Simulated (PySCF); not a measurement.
# Partial charges of `CC[C@@H](F)C=O`

Species: C4H7FO.
Numbering: `[CH3:1][CH2:2][C@@H:3]([F:4])[CH:5]=[O:6]` (hydrogens: H7, H8, H9 on C1; H10, H11 on C2; H12 on C3; H13 on C5)

Geometry (GFN2-xTB, Å), atoms numbered from 1 in this order:
```xyz
13
C4H7FO angstrom
C     -1.7783    0.0401    0.2025
C     -0.4195   -0.4951   -0.2299
C      0.7176    0.4320    0.2074
F      0.8194    0.4496    1.5829
C      2.0438   -0.0026   -0.3711
O      2.2582   -0.1437   -1.5396
H     -2.5607   -0.6644   -0.0674
H     -1.7999    0.1857    1.2800
H     -1.9870    0.9920   -0.2811
H     -0.2479   -1.4790    0.2112
H     -0.3684   -0.5887   -1.3156
H      0.5061    1.4666   -0.0980
H      2.8120   -0.1920    0.4009
```

Density: PBE0/pcSseg-1 (PySCF); schemes: Mulliken, IAO, Hirshfeld and ESP-fitted. Geometry: GFN2-xTB, one conformer, isolated molecule.

Give the atomic charges in each scheme.

In e:

```json
{"atom": "C1", "environment": "methyl carbon", "Mulliken": "-0.270", "IAO": "-0.421", "Hirshfeld": "-0.116", "ESP-fitted": "-0.390"}
{"atom": "C2", "environment": "chain CH2 carbon", "Mulliken": "-0.282", "IAO": "-0.265", "Hirshfeld": "-0.070", "ESP-fitted": "+0.125"}
{"atom": "C3", "environment": "sp3 C–F carbon", "Mulliken": "+0.120", "IAO": "+0.128", "Hirshfeld": "+0.060", "ESP-fitted": "+0.128"}
{"atom": "F4", "environment": "alkyl fluorine", "Mulliken": "-0.334", "IAO": "-0.328", "Hirshfeld": "-0.109", "ESP-fitted": "-0.268"}
{"atom": "C5", "environment": "aldehyde carbon", "Mulliken": "+0.243", "IAO": "+0.257", "Hirshfeld": "+0.134", "ESP-fitted": "+0.347"}
{"atom": "O6", "environment": "aldehyde oxygen", "Mulliken": "-0.341", "IAO": "-0.376", "Hirshfeld": "-0.212", "ESP-fitted": "-0.429"}
{"atom": "H7", "environment": "methyl hydrogen", "Mulliken": "+0.124", "IAO": "+0.149", "Hirshfeld": "+0.046", "ESP-fitted": "+0.105"}
{"atom": "H8", "environment": "methyl hydrogen", "Mulliken": "+0.127", "IAO": "+0.149", "Hirshfeld": "+0.040", "ESP-fitted": "+0.114"}
{"atom": "H9", "environment": "methyl hydrogen", "Mulliken": "+0.113", "IAO": "+0.139", "Hirshfeld": "+0.042", "ESP-fitted": "+0.097"}
{"atom": "H10", "environment": "methylene hydrogen", "Mulliken": "+0.131", "IAO": "+0.145", "Hirshfeld": "+0.043", "ESP-fitted": "+0.028"}
{"atom": "H11", "environment": "methylene hydrogen", "Mulliken": "+0.144", "IAO": "+0.156", "Hirshfeld": "+0.046", "ESP-fitted": "+0.018"}
{"atom": "H12", "environment": "methine hydrogen", "Mulliken": "+0.134", "IAO": "+0.156", "Hirshfeld": "+0.054", "ESP-fitted": "+0.089"}
{"atom": "H13", "environment": "formyl hydrogen", "Mulliken": "+0.090", "IAO": "+0.110", "Hirshfeld": "+0.043", "ESP-fitted": "+0.037"}
```

Mean size of the charges over all atoms: IAO 0.214 e, Mulliken 0.189 e, ESP-fitted 0.167 e, Hirshfeld 0.078 e. Each set sums to the total charge, 0, to within 0.001 e. The ESP scheme fits charges at the nuclei, held to the total charge, to the electrostatic potential on points at 1.4 to 2.0 times the van der Waals radii.

Lowest charge. The schemes don't all agree: Mulliken O6 (-0.341); IAO C1 (-0.421); Hirshfeld O6 (-0.212); ESP-fitted O6 (-0.429).

Highest charge. All schemes agree: Mulliken C5 (+0.243); IAO C5 (+0.257); Hirshfeld C5 (+0.134); ESP-fitted C5 (+0.347).

How many electrons does the Mulliken scheme count on O6?

Z − q = 8 − (-0.341) = 8.341.

How closely do the schemes follow one another over all atoms?

Correlation coefficient and root-mean-square difference: Mulliken with IAO 0.99, 0.046 e; Mulliken with Hirshfeld 0.96, 0.123 e; IAO with Hirshfeld 0.95, 0.150 e; Hirshfeld with ESP-fitted 0.90, 0.139 e; IAO with ESP-fitted 0.84, 0.128 e; Mulliken with ESP-fitted 0.80, 0.134 e.
